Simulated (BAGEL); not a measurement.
# FCI/3-21G (density fitting with qzvpp-jkfit) run of HF (hydrogen fluoride)

What is the energy change on altering one bond length of HF (hydrogen fluoride) at FCI/3-21G (density fitting with qzvpp-jkfit)? 

Program for the calculation: BAGEL 1.2.2.

1 further run of the same task is left out (set aside as unsound or not needed). Runs told in other sessions of the task aren't counted.

**1. Starting point**

HF has 2 atoms, charge 0, and is taken as a singlet. SMILES: `F`. The shape is that of a PBE0-D4/def2-TZVP optimisation.

Bond lengths: F1–H2 0.920 Å.

**2. The energy at FCI/3-21G (density fitting with qzvpp-jkfit)**

calc.json

```json
{ "bagel": [

{
  "title": "molecule",
  "basis": "3-21g",
  "df_basis": "qzvpp-jkfit",
  "angstrom": true,
  "geometry": [
    { "atom": "F", "xyz": [   -0.390000,    0.144600,   -0.196400 ] },
    { "atom": "H", "xyz": [    0.390000,   -0.144600,    0.196400 ] }
  ]
},
{
  "title": "hf"
},
{
  "title": "fci",
  "nstate": 1,
  "ncore": 1
}

]}
```

Launch:

```console
BAGEL_NUM_THREADS=1 BAGEL calc.json > calc.out
```

The log of the run:

```text
* using 1 threads per process

  ===============================================================
  ===============================================================

  *** Geometry ***

  { "atom" : "F", "xyz" : [     -0.736993,      0.273254,     -0.371142 ] },
  { "atom" : "H", "xyz" : [      0.736993,     -0.273254,      0.371142 ] },

  Number of auxiliary basis functions:       95

  Since a DF basis is specified, we compute 2- and 3-index integrals:
    o Being stored without compression. Storage requirement is 0.000 GB

  Number of basis functions:       11
  Number of electrons      :       10

    * METHOD: MOLECULE                             0.02

  *** RHF ***

  === Nuclear Repulsion ===
     5.1769523111

      * DIIS with orbital gradients will be used.

  === RHF iteration (3-21g) ===
      0        -99.39232144          0.08943025           0.00
      1        -99.44788519          0.03727338           0.00
      2        -99.45950319          0.00456387           0.00
      3        -99.45980325          0.00051616           0.00
      4        -99.45980986          0.00005010           0.00
      5        -99.45980993          0.00000645           0.00
      6        -99.45980993          0.00000045           0.00
      7        -99.45980993          0.00000003           0.00
      8        -99.45980993          0.00000001           0.00
    * SCF iteration converged.

    * Permanent dipole moment:
           (   -0.719876,     0.266908,    -0.362522) a.u.

    * METHOD: HF                                   0.03

  ---------------------------
        FCI calculation
  ---------------------------

  Performs exactly the same way as Knowles & Handy 1984 CPL

  o alpha-beta strings
      length:           420
  o size of the space
      determinant space:  44100
      spin-adapted space: 13860

  o single displacement lists (alpha)
      length:          5880
  o single displacement lists (beta)
      length:          5880
 Constructing space of all determinants that can formed by removing 1 electron from 4 alpha and 4 beta electrons.

 Space is made up of 4 determinants.
  o forming links

     guess   0:   closed 1111......           open ..........

  === FCI iteration ===

      0  0       -99.45980993     3.99e-03      0.05
      1  0       -99.57759379     1.10e-03      0.04
      2  0       -99.58449733     2.60e-04      0.05
      3  0       -99.58491919     7.15e-05      0.05
      4  0       -99.58495217     2.30e-05      0.04
      5  0       -99.58495509     6.22e-06      0.04
      6  0       -99.58495534     1.89e-06      0.05
      7  0       -99.58495536     5.07e-07      0.04
      8  0       -99.58495536     1.26e-07      0.05
      9  0       -99.58495536     2.94e-08      0.04
     10  0       -99.58495536     6.84e-09      0.05
     11  0       -99.58495536     1.62e-09      0.05
     12  0       -99.58495536     4.76e-10      0.04
     13  0       -99.58495536     1.42e-10      0.05
     14  0 *     -99.58495536     3.84e-11      0.05

     * ci vector, state   0, <S^2> = 0.0000
       2222......    -0.9865202248
       2.222.....     0.0510975683

    * METHOD: FCI                                  0.70

  ===============================================================
```

Wall time 0.89 s (1 thread of Arm Neoverse V1, shared host).

**3. The distorted shape**

input.json

```json
{ "bagel": [

{
  "title": "molecule",
  "basis": "3-21g",
  "df_basis": "qzvpp-jkfit",
  "angstrom": true,
  "geometry": [
    { "atom": "F", "xyz": [      -0.507038,       0.187994,      -0.255339 ] },
    { "atom": "H", "xyz": [       0.390000,      -0.144600,       0.196400 ] }
  ]
},

{
  "title": "hf"
},

{
  "title": "fci",
  "nstate": 1,
  "ncore": 1
}

]}
```

Launch:

```console
BAGEL_NUM_THREADS=1 BAGEL input.json > input.out
```

The log of the run:

```text
* using 1 threads per process

  ===============================================================
  ===============================================================

  *** Geometry ***

  { "atom" : "F", "xyz" : [     -0.958163,      0.355257,     -0.482521 ] },
  { "atom" : "H", "xyz" : [      0.736993,     -0.273254,      0.371142 ] },

  Number of auxiliary basis functions:       95

  Since a DF basis is specified, we compute 2- and 3-index integrals:
    o Being stored without compression. Storage requirement is 0.000 GB

  Number of basis functions:       11
  Number of electrons      :       10

    * METHOD: MOLECULE                             0.02

  *** RHF ***

  === Nuclear Repulsion ===
     4.5015073297

      * DIIS with orbital gradients will be used.

  === RHF iteration (3-21g) ===
      0        -99.36473210          0.09515481           0.00
      1        -99.43096081          0.04394065           0.00
      2        -99.44751314          0.00584544           0.00
      3        -99.44810618          0.00053490           0.00
      4        -99.44811357          0.00007565           0.00
      5        -99.44811372          0.00000920           0.00
      6        -99.44811372          0.00000054           0.00
      7        -99.44811372          0.00000005           0.00
      8        -99.44811372          0.00000001           0.00
    * SCF iteration converged.

    * Permanent dipole moment:
           (   -0.752909,     0.279156,    -0.379157) a.u.

    * METHOD: HF                                   0.03

  ---------------------------
        FCI calculation
  ---------------------------

  Performs exactly the same way as Knowles & Handy 1984 CPL

  o alpha-beta strings
      length:           420
  o size of the space
      determinant space:  44100
      spin-adapted space: 13860

  o single displacement lists (alpha)
      length:          5880
  o single displacement lists (beta)
      length:          5880
 Constructing space of all determinants that can formed by removing 1 electron from 4 alpha and 4 beta electrons.

 Space is made up of 4 determinants.
  o forming links

     guess   0:   closed 1111......           open ..........

  === FCI iteration ===

      0  0       -99.44811372     3.99e-03      0.05
      1  0       -99.57128169     1.17e-03      0.05
      2  0       -99.57975429     3.07e-04      0.05
      3  0       -99.58042782     9.79e-05      0.05
      4  0       -99.58049508     3.65e-05      0.05
      5  0       -99.58050237     9.32e-06      0.04
      6  0       -99.58050293     2.74e-06      0.05
      7  0       -99.58050298     7.67e-07      0.05
      8  0       -99.58050298     2.14e-07      0.05
      9  0       -99.58050298     5.28e-08      0.05
     10  0       -99.58050298     1.36e-08      0.05
     11  0       -99.58050298     3.29e-09      0.05
     12  0       -99.58050298     1.12e-09      0.05
     13  0       -99.58050298     3.33e-10      0.05
     14  0 *     -99.58050298     8.66e-11      0.04

     * ci vector, state   0, <S^2> = 0.0000
       2222......    -0.9826651169
       2.222.....     0.0906362986

    * METHOD: FCI                                  0.71

  ===============================================================
```

Run time: 0.89 s. Hardware: 1 thread of Arm Neoverse V1, shared host.

**4. Outcome**

Level: FCI/3-21G (density fitting with qzvpp-jkfit), 1 core orbital frozen.

```
                                                         quantity         value
                                        first shape: total energy  -99.58496 Eh
                                    distorted shape: total energy  -99.58050 Eh
energy change with the F1–H2 bond stretched from 0.920 to 1.058 Å      0.121 eV
```

**Reading.** With the F1–H2 bond stretched from 0.920 to 1.058 Å the energy rises by 0.12 eV (2.8 kcal/mol). The first shape isn't relaxed at this level, so the change isn't measured from a minimum.
